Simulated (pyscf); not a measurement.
**Substitution at O: SnH₃• + water (H₂O) -> HO–SnH₃ + H atom (H•)**

Gas phase, doublet surface, charge 0. Bonds broken: O5–H6. Bonds formed: Sn1–O5. PySCF, gas phase, ωB97X-D3(BJ)/def2-SVP geometries. MP2 and CC: frozen core, UHF for open shells. ΔMP2 is the change of the MP2 total energy from the triple- to the quadruple-zeta basis.

Transition state (Å):

```xyz
7

Sn     0.1505     0.8795    -0.5322
H      1.4013     0.4907    -1.6317
H      0.7585     1.6375     0.8634
H     -1.0707     1.8181    -1.2755
O     -0.6675    -0.8641     0.2894
H     -0.9091    -1.6207     1.4277
H     -1.0704    -1.4332    -0.3900
```

One imaginary mode, 1492i cm⁻¹; descent along it reached the two sides named.

```json
[
 {"bond": "O5–H6", "change": "breaks", "reactant side (Å)": "0.965", "saddle": "1.388", "product side": "3.0"},
 {"bond": "Sn1–O5", "change": "forms", "reactant side (Å)": "3.0", "saddle": "2.094", "product side": "1.988"}
]
```

Electronic energies relative to the separated reactants (eV):

```
level                             barrier  reaction energy  reverse barrier
--------------------------------  -------  ---------------  ---------------
ωB97X-D3(BJ)/def2-TZVP               1.61            +1.14             0.46
PBE/def2-TZVP                        1.29            +1.28             0.02
r²SCAN/def2-TZVP                     1.40            +1.31             0.09
B3LYP-D3(BJ)/def2-TZVP               1.46            +1.36             0.10
PBE0-D3(BJ)/def2-TZVP                1.51            +1.29             0.22
M06-2X/def2-TZVP                     1.69            +1.28             0.41
ωB97M-D3(BJ)/def2-TZVP               1.70            +1.34             0.36
HF/def2-TZVP                         2.20            +1.17             1.03
MP2/def2-QZVPP                       1.69            +1.14             0.55
CCSD/def2-TZVPP                      1.89            +1.40             0.49
CCSD(T)/def2-TZVPP                   1.77            +1.34             0.43
CCSD(T)/def2-TZVPP + ΔMP2(QZVPP)     1.71            +1.30             0.41
```

With CCSD(T)/def2-TZVPP + ΔMP2(QZVPP) energies and thermal terms (ideal gas, 1 atm, RRHO with modes under 100 cm⁻¹ raised to 100, one conformer, R ln 2 for rigid chiral ones), in eV:

```json
[
 {"T (K)": "298", "ΔH‡": "1.52", "ΔG‡": "1.89", "ΔH": "+1.13", "ΔG": "+1.22"},
 {"T (K)": "600", "ΔH‡": "1.56", "ΔG‡": "2.24", "ΔH": "+1.19", "ΔG": "+1.29"},
 {"T (K)": "900", "ΔH‡": "1.61", "ΔG‡": "2.57", "ΔH": "+1.25", "ΔG": "+1.33"},
 {"T (K)": "1200", "ΔH‡": "1.66", "ΔG‡": "2.88", "ΔH": "+1.31", "ΔG": "+1.35"}
]
```

One saddle was located; it need not be the lowest between these sides. The angle at the attacked O is 148°. The CCSD(T) − MP2 part came from Ansatz, without density fitting, on the same reference. The frozen core leaves the outer d or s,p core shells of the metals and heavy elements correlated in the MP2 and CC values, and def2-TZVPP describes them poorly, which can shift differences by a few kcal/mol. Elements past Kr carry the def2 core potentials, without spin-orbit coupling.
